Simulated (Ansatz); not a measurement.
# AlH₃ (singlet): from Hartree-Fock to the top rungs at distance Al1–H3 = 1.586 Å, aug-cc-pVDZ

An exercise on one series of results from a longer session: the logs are not shown, and one member is left open.

Computed with Ansatz 0.2.0, Gaussian basis. Level: aug-cc-pVDZ, core rule «outside noble gas», up to 5 orbitals frozen.

The runs, in order: UHF; CCSD(T) on RHF; BCCD(T) on RHF; CISD; CCSDT(Q) on RHF; CCSDTQ on RHF; CASSCF and MRCISD+Q, 2 electrons in 2 orbitals; CASSCF and NEVPT2, 2 electrons in 2 orbitals; Full CI.

9 further runs of the same task are left out: 9 for a known fault of the program.

## The geometry

The geometry derives from a PBE0/def2-TZVP stationary point (not a proven minimum). One bond is set to the value named and the two fragments are kept rigid.

4 atoms, charge 0, spin multiplicity 1.

Atoms are counted from 1 here; the program's logs count them from 0.

Bond lengths: Al1–H2 1.586 Å, Al1–H3 1.586 Å, Al1–H4 1.586 Å. Angles: H2–Al1–H3 120.0°, H2–Al1–H4 120.0°, H3–Al1–H4 120.0°.

Set-up of the first run:

File in.yaml:

```yaml
crystal:
  periodic: [false, false, false]
  atoms:
    - {symbol: Al, position_ang: [0.000000, 0.000000, 0.000000]}
    - {symbol: H, position_ang: [1.585776, 0.015051, -0.000083]}
    - {symbol: H, position_ang: [-0.805923, 1.365794, -0.002790]}
    - {symbol: H, position_ang: [-0.779853, -1.380845, 0.002873]}
basis:
  gaussian: {orbitals: aug-cc-pVDZ}
magnetization: {spin_polarized: true, initial_magnetization: 0}
hamiltonian: {xc: hf}
output: {orbitals: {seedname: orbitals}}
```

Command:

```
$ ansatz run in.yaml --threads 1 --pin off --events-out ev --progress --plain --max-ram 4096MiB --backend cpu
```

Among the steps run: UHF; CCSD(T) on RHF; BCCD(T) on RHF; CISD; CCSDT(Q) on RHF; CCSDTQ on RHF; CASSCF and MRCISD+Q, 2 electrons in 2 orbitals; CASSCF and NEVPT2, 2 electrons in 2 orbitals; Full CI.

One table of the session follows, with a row left open; its other results are not shown here.

It belongs to the step «Misses and costs». 

```
       method  from FCI (kJ/mol)
          RHF             +283.0
         RMP2              +70.8
         CISD              +14.7
        RCCSD               +4.5
     RCCSD(T)               +1.2
      BCCD(T)               +1.2
       RCCSDT               +0.1
    RCCSDT(Q)                0.0
      RCCSDTQ                0.0
  CASSCF pair             +247.3
  NEVPT2 pair              +71.5
  MRCISD pair              +11.2
MRCISD+Q pair                  ?
          FCI                  0
```

Estimate the missing values for MRCISD+Q pair.

As computed: from FCI (kJ/mol): -2.4. In the column «from FCI (kJ/mol)» it is the lowest.

To keep in mind: MRCISD+Q pair falls below full CI: the +Q correction isn't variational, and the cores differ from full CI's.
